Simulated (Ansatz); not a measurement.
# ClH5OSi: the cost of one run

All numbers below are computed with Ansatz 0.2.0 (RKS B3LYP/def2-SVP).

## (1) The system as given

Bond lengths: Si1–O2 2.030 Å, O2–H3 1.010 Å, Si1–H4 1.460 Å, Si1–H5 1.459 Å, Si1–H6 1.459 Å, Si1–Cl7 2.430 Å, Cl7–H8 1.545 Å. Angles: Si1–O2–H3 109.5°, O2–Si1–H4 109.5°, O2–Si1–H5 109.5°, O2–Si1–H6 109.5°, O2–Si1–Cl7 71.6°, H4–Si1–H5 109.5°, H4–Si1–H6 109.5°, H4–Si1–Cl7 67.2°, H5–Si1–H6 109.5°, H5–Si1–Cl7 176.6°, H6–Si1–Cl7 72.8°, Si1–Cl7–H8 64.0°.

Coordinates:

```xyz
8

Si    0.0000    0.0000    0.0000
O     0.0000    0.0000    2.0300
H    -0.9095   -0.2814    2.3671
H     1.3768    0.0000   -0.4862
H    -0.6877    1.1914   -0.4862
H    -0.6877   -1.1914   -0.4862
Cl    1.2683   -1.9259    0.7662
H     0.6739   -1.0233    1.8701
```

## (2) A restrained relaxation towards end A

Springs on the bonds that form and break draw the guess towards this end; the thresholds are loose.

File input.yaml:

```yaml
crystal:
  periodic: [false, false, false]
  atoms:
    - { symbol: Si, position_ang: [0.0, 0.0, 0.0] }
    - { symbol: O, position_ang: [0.0, 0.0, 2.03] }
    - { symbol: H, position_ang: [-0.9095, -0.2814, 2.3671] }
    - { symbol: H, position_ang: [1.3768, 0.0, -0.4862] }
    - { symbol: H, position_ang: [-0.6877, 1.1914, -0.4862] }
    - { symbol: H, position_ang: [-0.6877, -1.1914, -0.4862] }
    - { symbol: Cl, position_ang: [1.2683, -1.9259, 0.7662] }
    - { symbol: H, position_ang: [0.6739, -1.0233, 1.8701] }
basis:
  gaussian: { orbitals: def2-SVP }
hamiltonian:
  xc: b3lyp
relax:
  f_tol: 0.15
  max_steps: 25
  restrain:
    - { distance: [0, 6], at: 3.33, k: 30.0 }
    - { distance: [7, 1], at: 2.21, k: 30.0 }
    - { distance: [0, 1], at: 1.68, k: 30.0 }
    - { distance: [7, 6], at: 1.37, k: 30.0 }
```

Run with:

```console
ansatz run input.yaml --threads 1 --pin off --max-ram 2048MiB --backend cpu --events-out ev --progress --plain --runs-dir out
```

**Question.** How long does this run take on 1 thread of Arm Neoverse V2, shared host, and how much memory does it need?

About 32 s, with a peak of 0.16 GiB.
